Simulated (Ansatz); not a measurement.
**SiNHO (quintet): wave-function methods side by side, def2-QZVPP**

The task here is to estimate one member of a computed series from the others.

Program: Ansatz 0.2.0, Gaussian basis. Level of theory: def2-QZVPP, core rule «outside noble gas», up to 7 orbitals frozen. These are calculated values, not measurements.

Plan: UHF; ROHF; CCSD(T) on UHF.

2 further runs of the same task are left out: 2 set aside as unsound or not needed.

### What is computed

The geometry is a PBE0/def2-TZVP stationary point (not a proven minimum) of the parent state, kept for this charge and spin.

4 atoms, charge 0, spin multiplicity 5.

Atoms are counted from 1 here; the program's logs count them from 0.

Bond lengths: O1–N2 1.340 Å, O1–H4 0.970 Å, N2–Si3 1.779 Å. Angles: N2–O1–H4 105.4°, O1–N2–Si3 115.0°.

The first run:

The input, in.yaml:

```yaml
crystal:
  periodic: [false, false, false]
  atoms:
    - {symbol: O, position_ang: [0.000000, 0.337434, 1.469190]}
    - {symbol: N, position_ang: [0.000000, -0.573001, 0.485749]}
    - {symbol: Si, position_ang: [0.000000, 0.099776, -1.161533]}
    - {symbol: H, position_ang: [0.000000, -0.173786, 2.294129]}
basis:
  gaussian: {orbitals: "def2-QZVPP.json"}
magnetization: {spin_polarized: true, initial_magnetization: 4}
hamiltonian: {xc: hf}
output: {orbitals: {seedname: orbitals}}
```

The run is started by

```bash
$ ansatz run in.yaml --threads 1 --pin off --events-out ev --progress --plain --max-ram 2393MiB
```

Among the steps run: UHF; ROHF; CCSD(T) on UHF.

One table of the session follows, with a row left open; its other results are not shown here.

| method | from UCCSD(T) (kcal/mol) |
| --- | --- |
| ROHF | +346.34 |
| UHF | +340.36 |
| UMP2 | ? |
| UCCSD | +16.03 |
| UCCSD(T) | 0 |

Q: Estimate the row for UMP2 from the others.

The run gave: from UCCSD(T) (kcal/mol): +29.99. In the column «from UCCSD(T) (kcal/mol)» it lies between UCCSD (+16.03) and UHF (+340.36).
